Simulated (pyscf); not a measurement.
Four-centre exchange: HO–AsH₂ (SMILES O[AsH2]) + SiH₂ (SMILES [SiH2]) [singlet] → :HSi–O–AsH₂ (SMILES [SiH]O[AsH2]) [singlet] + H₂ (SMILES [H][H])

Gas phase, singlet surface, charge 0. Bonds broken: O2–H5, Si6–H7. Bonds formed: O2–Si6, H5–H7. Structures and frequencies: ωB97X-D3(BJ)/def2-SVP in PySCF.

Transition state (Å):

```xyz
8

As    -2.0957    -1.1696     0.3592
O     -0.9719     0.2258     0.6051
H     -1.4345    -1.7213    -0.9055
H     -3.1056    -0.3839    -0.4784
H      0.2861     0.2502     0.3918
Si    -0.4538     1.4685    -0.7072
H      1.0169     0.7653    -0.0827
H     -0.4006     0.4166    -1.8246
```

One imaginary mode, 1434i cm⁻¹; descent along it reached the two sides named, in the forms told below.

```
bond    change  reactant side (Å)  saddle  product side
------  ------  -----------------  ------  ------------
O2–H5   breaks              0.968   1.276           3.2
Si6–H7  breaks              1.530   1.746           2.7
O2–Si6   forms              2.007   1.880         1.660
H5–H7    forms              2.584   1.012         0.764
```

Electronic energies relative to the separated reactants (kcal/mol):

```tsv
level	barrier	reaction energy	reverse barrier
ωB97X-D3(BJ)/def2-TZVP	-1.9	-32.6	30.8
PBE/def2-TZVP	-5.7	-30.6	24.9
r²SCAN/def2-TZVP	-5.4	-32.5	27.1
B3LYP-D3(BJ)/def2-TZVP	-1.7	-32.3	30.6
PBE0-D3(BJ)/def2-TZVP	-3.9	-29.8	25.9
M06-2X/def2-TZVP	-1.2	-32.6	31.4
ωB97M-D3(BJ)/def2-TZVP	-0.3	-30.6	30.3
HF/def2-TZVP	19.7	-25.2	44.9
```

With ωB97M-D3(BJ)/def2-TZVP energies and thermal terms (ideal gas, 1 atm, RRHO with modes under 100 cm⁻¹ raised to 100, one conformer, R ln 2 for chiral ones without a mode under 150 cm⁻¹), in kcal/mol:

| T (K) | ΔH‡ | ΔG‡ | ΔH | ΔG |
|---|---|---|---|---|
| 298 | -1.0 | 9.9 | -32.5 | -30.4 |
| 600 | -1.0 | 20.9 | -31.5 | -28.7 |
| 900 | -0.6 | 31.8 | -30.7 | -27.4 |
| 1200 | 0.2 | 42.5 | -30.0 | -26.5 |

On the reactant side the descent ends in an adduct with a O–Si contact, 23.2 kcal/mol under the separated species and 21.3 kcal/mol under the saddle at ωB97X-D3(BJ)/def2-TZVP. At ωB97X-D3(BJ)/def2-TZVP, PBE, r²SCAN, B3LYP-D3(BJ), PBE0-D3(BJ), M06-2X, ωB97M-D3(BJ) the saddle lies under the separated reactants, which points to a path from their complex (located at ωB97X-D3(BJ) alone). What is counted as formed (O–Si) is already present as a longer contact in the reactant adduct; forming that adduct is a step of its own. At the saddle there is also a short H–Si contact that neither side keeps. The same reactants have a lower exit, to HO–SiH₂–AsH₂ (barrier -15.2 kcal/mol at ωB97M-D3(BJ)/def2-TZVP, against -0.3 kcal/mol here). :HSi–O–AsH₂ [singlet] lies 25.0 kcal/mol over its isomer HO–SiH=AsH (electronic energy, ωB97M-D3(BJ)/def2-TZVP). This is the saddle that the search found; another between the same sides may lie lower. Elements up to Kr have no core potential and no relativistic terms here.
